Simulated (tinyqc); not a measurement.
Worked calculation: ROHF in the sto-3g basis, for CH2, spin multiplicity 3. One step of it, computed by the program tinyqc.

Task: Iteration 7 (converged): orbitals. Diagonalise F' = X^T F X, C = X C', fill 5 alpha and 3 beta electrons from the bottom; D(s) = C_occ C_occ^T. Each column has its largest component positive (the first on a tie).

converged F (hartree):
```
             1C 1s      1C 2s     1C 2px     1C 2py     1C 2pz      2H 1s      3H 1s
1C 1s   -10.966682  -2.951160   0.000000   0.000000  -0.018267  -0.819535  -0.819535
1C 2s    -2.951160  -1.359899   0.000000   0.000000  -0.193938  -0.737146  -0.737146
1C 2px    0.000000   0.000000  -0.000808   0.000000   0.000000   0.000000   0.000000
1C 2py    0.000000   0.000000   0.000000  -0.244987   0.000000  -0.352991   0.352991
1C 2pz   -0.018267  -0.193938   0.000000   0.000000  -0.132760  -0.309086  -0.309086
2H 1s    -0.819535  -0.737146   0.000000  -0.352991  -0.309086  -0.507757  -0.297159
3H 1s    -0.819535  -0.737146   0.000000   0.352991  -0.309086  -0.297159  -0.507757
```

X:
```
                1          2          3         4          5          6         7
1C 1s   -0.276499   0.000000   0.787300  0.000000  -0.601330   0.000000  0.154504
1C 2s    1.334341   0.000000  -0.356175  0.000000  -0.311189   0.000000  0.415085
1C 2px   0.000000   0.000000   0.000000  1.000000   0.000000   0.000000  0.000000
1C 2py   0.000000   1.076387   0.000000  0.000000   0.000000   0.638343  0.000000
1C 2pz   0.706649   0.000000   0.608934  0.000000   0.649629   0.000000  0.213804
2H 1s   -0.914484  -0.913588  -0.143602  0.000000   0.114871   0.376047  0.362078
3H 1s   -0.914484   0.913588  -0.143602  0.000000   0.114871  -0.376047  0.362078
```

Give: F' = X^T F X; orbital energies; coefficients C; D(alpha) after iteration 7; D(beta) after iteration 7.

Result:

F' = X^T F X (hartree):
```
         1       2        3        4        5        6        7
1   0.7148  0.0000   0.5826   0.0000  -0.3287   0.0000   0.0512
2   0.0000  0.7531   0.0000   0.0000   0.0000   0.1023   0.0000
3   0.5826  0.0000  -5.0029   0.0000   4.9043   0.0000  -2.1778
4   0.0000  0.0000   0.0000  -0.0008   0.0000   0.0000   0.0000
5  -0.3287  0.0000   4.9043   0.0000  -4.9467   0.0000   2.2118
6   0.0000  0.1023   0.0000   0.0000   0.0000  -0.4983   0.0000
7   0.0512  0.0000  -2.1778   0.0000   2.2118   0.0000  -1.8496
```

orbital energies (hartree): MO1 -10.9727, MO2 -0.8095, MO3 -0.5066, MO4 -0.1019, MO5 -0.0008, MO6 0.7614, MO7 0.7996

coefficients C:
```
            MO1      MO2      MO3      MO4     MO5      MO6      MO7
1C 1s    0.9930  -0.2022   0.0000   0.1531  0.0000   0.0000  -0.1769
1C 2s    0.0308   0.5788   0.0000  -0.6778  0.0000   0.0000   1.1752
1C 2px   0.0000   0.0000   0.0000   0.0000  1.0000   0.0000   0.0000
1C 2py   0.0000   0.0000   0.5491   0.0000  0.0000   1.1245   0.0000
1C 2pz   0.0061   0.2259   0.0000   0.7559  0.0000   0.0000   0.8458
2H 1s   -0.0073   0.2994   0.4488   0.1884  0.0000  -0.8801  -0.9359
3H 1s   -0.0073   0.2994  -0.4488   0.1884  0.0000   0.8801  -0.9359
```

D(alpha) after iteration 7:
```
          1C 1s    1C 2s  1C 2px   1C 2py   1C 2pz    2H 1s    3H 1s
1C 1s    1.0505  -0.1902  0.0000   0.0000   0.0761  -0.0389  -0.0389
1C 2s   -0.1902   0.7954  0.0000   0.0000  -0.3814   0.0454   0.0454
1C 2px   0.0000   0.0000  1.0000   0.0000   0.0000   0.0000   0.0000
1C 2py   0.0000   0.0000  0.0000   0.3015   0.0000   0.2464  -0.2464
1C 2pz   0.0761  -0.3814  0.0000   0.0000   0.6224   0.2100   0.2100
2H 1s   -0.0389   0.0454  0.0000   0.2464   0.2100   0.3266  -0.0762
3H 1s   -0.0389   0.0454  0.0000  -0.2464   0.2100  -0.0762   0.3266
```

D(beta) after iteration 7:
```
          1C 1s    1C 2s  1C 2px   1C 2py   1C 2pz    2H 1s    3H 1s
1C 1s    1.0270  -0.0864  0.0000   0.0000  -0.0396  -0.0678  -0.0678
1C 2s   -0.0864   0.3360  0.0000   0.0000   0.1309   0.1731   0.1731
1C 2px   0.0000   0.0000  0.0000   0.0000   0.0000   0.0000   0.0000
1C 2py   0.0000   0.0000  0.0000   0.3015   0.0000   0.2464  -0.2464
1C 2pz  -0.0396   0.1309  0.0000   0.0000   0.0510   0.0676   0.0676
2H 1s   -0.0678   0.1731  0.0000   0.2464   0.0676   0.2911  -0.1117
3H 1s   -0.0678   0.1731  0.0000  -0.2464   0.0676  -0.1117   0.2911
```
